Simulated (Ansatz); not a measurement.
# CH₂F₂ (singlet): wave-function methods side by side, STO-3G

The task here is to estimate one member of a computed series from the others.

The runs use Ansatz 0.2.0, Gaussian basis; STO-3G, core rule «outside noble gas», up to 3 orbitals frozen.

Plan: UHF; CCSD(T) on RHF; BCCD(T) on RHF; CISD; CCSDT(Q) on RHF; CISDTQ; CCSDTQ on RHF; CASSCF and MRCISD+Q, 16 electrons in 12 orbitals; CASSCF and NEVPT2, 16 electrons in 12 orbitals; Full CI.

22 further runs of the same task are left out: 4 for a known fault of the program, 1 that didn't finish, 17 set aside as unsound or not needed.

## The geometry

The geometry is an MP2(full)/6-31G* stationary point (not a proven minimum).

5 atoms, charge 0, spin multiplicity 1.

Atoms are counted from 1 here; the program's logs count them from 0.

Bond lengths: C1–F2 1.364 Å, C1–F3 1.364 Å, C1–H4 1.091 Å, C1–H5 1.091 Å. Angles: F2–C1–F3 108.9°, F2–C1–H4 108.8°, F2–C1–H5 108.8°, F3–C1–H4 108.8°, F3–C1–H5 108.8°, H4–C1–H5 112.8°.

Geometry (Å):

```
atom    x (Å)    y (Å)    z (Å)
  C1   0.0000   0.0000   0.5562
  F2   0.0000   1.1097  -0.2373
  F3   0.0000  -1.1097  -0.2373
  H4  -0.9084   0.0000   1.1600
  H5   0.9084   0.0000   1.1600
```

The first run:

The input, in.yaml:

```yaml
crystal:
  periodic: [false, false, false]
  atoms:
    - {symbol: C, position_ang: [0.000000, 0.000000, 0.556162]}
    - {symbol: F, position_ang: [0.000000, 1.109716, -0.237342]}
    - {symbol: F, position_ang: [0.000000, -1.109716, -0.237342]}
    - {symbol: H, position_ang: [-0.908369, 0.000000, 1.159958]}
    - {symbol: H, position_ang: [0.908369, 0.000000, 1.159958]}
basis:
  gaussian: {orbitals: STO-3G}
magnetization: {spin_polarized: true, initial_magnetization: 0}
hamiltonian: {xc: hf}
output: {orbitals: {seedname: orbitals}}
```

On the command line:

```bash
ansatz run in.yaml --threads 1 --pin off --events-out ev --progress --plain --max-ram 4160MiB --backend cpu
```

Among the steps run: UHF; CCSD(T) on RHF; BCCD(T) on RHF; CISD; CCSDT(Q) on RHF; CISDTQ; CCSDTQ on RHF; CASSCF and MRCISD+Q, 16 electrons in 12 orbitals; CASSCF and NEVPT2, 16 electrons in 12 orbitals; Full CI.

One table of the session follows, with a row left open; its other results are not shown here.

| method | from FCI (kJ/mol) |
| --- | --- |
| RHF | +290.8 |
| RMP2 | +77.2 |
| CISD | +16.3 |
| RCCSD | +7.1 |
| RCCSD(T) | +1.6 |
| BCCD(T) | +1.7 |
| RCCSDT | +0.1 |
| CISDTQ | ? |
| RCCSDT(Q) | 0.0 |
| RCCSDTQ | 0.0 |
| CASSCF valence | +5.3 |
| NEVPT2 valence | +1.6 |
| MRCISD valence | +0.1 |
| MRCISD+Q valence | +0.1 |
| FCI | 0 |

Estimate the missing values for CISDTQ.

The run gave: from FCI (kJ/mol): +0.4. In the column «from FCI (kJ/mol)» it lies between MRCISD+Q valence (+0.1) and RCCSD(T) (+1.6).
